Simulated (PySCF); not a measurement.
Working out the ionisation energy of B

B [He] 2s2 2p1 (2P) → B⁺ [He] 2s2 (1S). Calculation: PySCF 2.14, in aug-cc-pVTZ (5s4p3d2f, 46 functions); no relativity, point nucleus. Frozen: 1s2. Energies in hartree (1 hartree = 27.21139 eV):

```json
{"part": "UHF", "B (lower)": "-24.532172", "B⁺ (upper)": "-24.236816"}
{"part": "CCSD correlation", "B (lower)": "-0.064922", "B⁺ (upper)": "-0.059811"}
{"part": "(T)", "B (lower)": "-0.001357", "B⁺ (upper)": "0.000000"}
```

Q: What does Hartree-Fock give?

A: (-24.236816) − (-24.532172) = 0.295356 hartree = 8.037 eV.

Q: What do CCSD and CCSD(T) give?

A: The CCSD correlation energies differ by 0.005111 hartree = 0.139 eV and the triples by 0.001357 hartree = 0.037 eV, so CCSD gives 8.176 eV and CCSD(T) 8.213 eV.

Measured between the centres of the two terms (NIST): 8.297 eV, so CCSD(T) (valence) is off by -0.084 eV.

What remains against the reference includes basis incompleteness, the frozen core and higher excitations.
